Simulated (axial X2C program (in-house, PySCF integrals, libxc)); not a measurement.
## Spin–orbit effects along a row: molecules with Al, PBE0

Computed with an axial X2C code built on PySCF integrals, spin-free (one-electron X2C) or two-component (2c: spin–orbit coupling with atomic mean-field Coulomb and Gaunt terms, which also bring small scalar terms), in Dyall basis sets with cores contracted in-house; open shells are unrestricted.

Basis sets: Al dyall-v3z, Cl dyall-av3z, Mg dyall-cv3z, Na dyall-cv3z, S dyall-av3z, Si dyall-v3z.

```json
{"molecule": "NaAl", "spin-free state": "M_S = 0, Λ = 0", "Re (Å)": "3.143", "ωe (cm⁻¹)": "190.5", "De (eV)": "0.70", "2c state": "Ω = 0", "Re 2c (Å)": "3.144", "ωe 2c (cm⁻¹)": "190.5", "De 2c (eV)": "0.70"}
{"molecule": "MgAl", "spin-free state": "M_S = 1/2, Λ = 1", "Re (Å)": "2.885", "ωe (cm⁻¹)": "205.0", "De (eV)": "0.43", "2c state": "Ω = 1/2", "Re 2c (Å)": "2.886", "ωe 2c (cm⁻¹)": "204.8", "De 2c (eV)": "0.43"}
{"molecule": "AlSi", "spin-free state": "M_S = 3/2, Λ = 0", "Re (Å)": "2.423", "ωe (cm⁻¹)": "377.1", "De (eV)": "2.61", "2c state": "Ω = 3/2", "Re 2c (Å)": "2.423", "ωe 2c (cm⁻¹)": "377.0", "De 2c (eV)": "2.61"}
{"molecule": "AlS", "spin-free state": "M_S = 1/2, Λ = 0", "Re (Å)": "2.039", "ωe (cm⁻¹)": "613.6", "De (eV)": "4.14", "2c state": "Ω = 1/2", "Re 2c (Å)": "2.040", "ωe 2c (cm⁻¹)": "613.1", "De 2c (eV)": "4.14"}
{"molecule": "AlCl", "spin-free state": "M_S = 0, Λ = 0", "Re (Å)": "2.155", "ωe (cm⁻¹)": "469.0", "De (eV)": "5.10", "2c state": "Ω = 0", "Re 2c (Å)": "2.155", "ωe 2c (cm⁻¹)": "468.9", "De 2c (eV)": "5.10"}
```

**Question.** Work out the shifts from the spin-free to the two-component result.

**Answer.** 

```
molecule  2c state  ΔRe (Å)  Δωe (cm⁻¹)  ΔDe (eV)
    NaAl     Ω = 0    0.001         0.0      0.00
    MgAl   Ω = 1/2    0.001        -0.2      0.00
    AlSi   Ω = 3/2    0.000        -0.1      0.00
     AlS   Ω = 1/2    0.001        -0.5      0.00
    AlCl     Ω = 0    0.000        -0.1      0.00
```

Shifts of one unit in the last digit are rounding.

Each entry is the lowest single determinant of a limited PBE0 search at one distance. De goes to single-determinant-based atoms at the same level (for ions the charge split of lowest energy) and is withheld (n/a) where an atom does not fit its ground term or J level. Main or longest-lived isotopes. One determinant is a doubtful description, or other states lie close, for NaAl, MgAl, AlSi; these need not be ground states, and all values refer to the states named. With several unpaired electrons the Ω given is that of one determinant, not necessarily of the lowest component. Some light 2c atoms are not at their ground J level, so De misses part of their lowering (0.04 eV or less). The functionals have no current term, which raises determinants with orbital currents. Where the atoms have a lower orbital projection than the molecule, De at mean-field level may be about a tenth of an eV too small.
